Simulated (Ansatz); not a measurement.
Born–Oppenheimer molecular dynamics of H8OSi2 (11 atoms, charge 0, multiplicity 1). It starts at the highest image of a converged band. Of that band: Neighbouring images differ by up to 1.3 eV, so the band resolves the path poorly. A vibrational analysis at the climbing image gives one clearly imaginary mode, 1175i cm⁻¹: a first-order saddle point.

These are results of Ansatz, RKS PBE-D4/6-31G*, not measurements.

* ensemble: NVE (velocity Verlet)
* time step: 0.5 fs
* steps asked: 200
* starting velocities drawn for: 100 K
* seed: 5846

First frame:

```xyz
11
Properties=species:S:1:pos:R:3
Si 0.101 -0.176 -0.024
O -0.070 -0.473 1.856
Si -1.349 -0.379 3.005
H -2.541 -1.146 2.523
H -0.819 -0.984 4.264
H -1.701 1.057 3.213
H 1.271 0.577 -0.587
H -0.957 0.908 0.124
H -0.536 -1.120 -1.002
H 1.170 -1.460 0.494
H 0.668 -1.273 1.547
```

(1) How far do the bonds stretch over the last three quarters of this one trajectory? (Pairs bonded in most of those frames.)

Results:

(1) 
```
   bond  mean (Å)  spread (Å)  shortest  longest
 Si1–H7     1.509       0.029      1.46     1.56
 Si1–H8     1.508       0.014      1.49     1.54
 Si1–H9     1.512       0.010      1.50     1.53
Si1–H10     1.504       0.028      1.46     1.55
 O2–Si3     1.706       0.022      1.66     1.74
 O2–H11     0.981       0.004      0.97     0.99
 Si3–H4     1.498       0.021      1.47     1.53
 Si3–H5     1.507       0.029      1.46     1.55
 Si3–H6     1.505       0.034      1.44     1.56
```

Pairs bonded in part of these frames only: Si1–O2 17 %.

Mean temperature of the second half: 1143 K. The conserved energy stayed within 0.063 meV per atom of its start (net change 0.0017 meV per atom), so the integration is sound. The kinetic energy rose, since the run started high on the potential surface and went downhill. It ends in pieces (H4OSi + H4Si), so much of that is their flight and rotation, not heat. A run of 0.1 ps of so small a system gives no equilibrium averages. The orbitals stay closed-shell, which can raise the energy where a bond breaks towards radicals; this wasn't checked here.

The run took 5 min on 1 thread of Intel(R) Xeon(R) Platinum 8488C (Sapphire Rapids), with other jobs on the host, peak memory 0.12 GiB.
